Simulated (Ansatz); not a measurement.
Crystal structures of boron under LDA

Computed with Ansatz 0.2.0, DFT, LDA (PW92), plane waves (420 eV) with PAW, scalar-relativistic. (PAW data from PBE, frozen cores regenerated.)

Each structure is relaxed within its own symmetry, so a high-lying one may be dynamically unstable.

| structure | ΔE (meV/atom) | V (Å³/atom) | cell | magnetic state |
| --- | --- | --- | --- | --- |
| alpha-rhombohedral (B12) | 0 | 6.99 | a = 4.841 Å, c = 12.393 Å (c/a = 2.560) | spin not included |
| diamond | 1007 | 8.02 | a = 4.003 Å | spin not included |
| simple cubic | 1110 | 6.47 | a = 1.864 Å | spin not included |
| fcc | 1352 | 5.70 | a = 2.835 Å | spin not included |
| A15 | 1548 | 5.94 | a = 3.623 Å | spin not included |
| bcc | 1729 | 5.93 | a = 2.281 Å | spin not included |

ΔE counts from alpha-rhombohedral (B12).

Differences under about 8 meV lie within the error of the k-point mesh.
